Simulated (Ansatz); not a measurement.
We consider hcp Zr, described by r²SCAN0 (Ansatz, an electronic-structure program, PAW).

Run with plane-wave cutoff 520 eV, 9×9×6 k mesh (along the axes of the cell as run), Fermi–Dirac smearing 0.05 eV, scalar-relativistic PAW data made under PBE.

Computed at the level's own relaxed cell.

Question: Give the computed lattice constant a and lattice parameter c.

Answer: 
lattice constant a: 3.265 Å
lattice parameter c: 5.125 Å

Measured, for comparison: lattice constant a 3.232 Å, lattice parameter c 5.148 Å (293 K, no zero-point or thermal correction; as tabulated in Wikipedia's data pages). Computed (rounded) less measured: lattice constant a +1.0 %, lattice parameter c -0.4 %. A static lattice is as a rule a little smaller and stiffer than an uncorrected measurement, which narrows the difference in the lattice parameter c and would widen misses of the other sign.

The result took around 23 core-minutes (rough).
